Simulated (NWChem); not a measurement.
Species: allene (C3H4); SMILES C=C=C

All runs: NWChem. Coordinates come from a PBE-D3(BJ)/def2-SVP optimisation. Level: M06-2X/def2-SVP with SMD (1 M gas to 1 M solution), gas-phase geometry.

```json
[
 {"solvent": "water", "dielectric constant": "78.4", "solvation free energy (kcal/mol)": "0.9", "cavity-dispersion-structure term (kcal/mol)": "3.7"},
 {"solvent": "dimethyl sulfoxide", "dielectric constant": "46.8", "solvation free energy (kcal/mol)": "-0.8", "cavity-dispersion-structure term (kcal/mol)": "2.0"},
 {"solvent": "ethyl acetate", "dielectric constant": "5.99", "solvation free energy (kcal/mol)": "-2.0", "cavity-dispersion-structure term (kcal/mol)": "0.3"},
 {"solvent": "acetone", "dielectric constant": "20.5", "solvation free energy (kcal/mol)": "-2.2", "cavity-dispersion-structure term (kcal/mol)": "0.5"},
 {"solvent": "acetonitrile", "dielectric constant": "35.7", "solvation free energy (kcal/mol)": "-2.2", "cavity-dispersion-structure term (kcal/mol)": "0.6"},
 {"solvent": "cyclohexanone", "dielectric constant": "15.6", "solvation free energy (kcal/mol)": "-1.7", "cavity-dispersion-structure term (kcal/mol)": "1.0"}
]
```
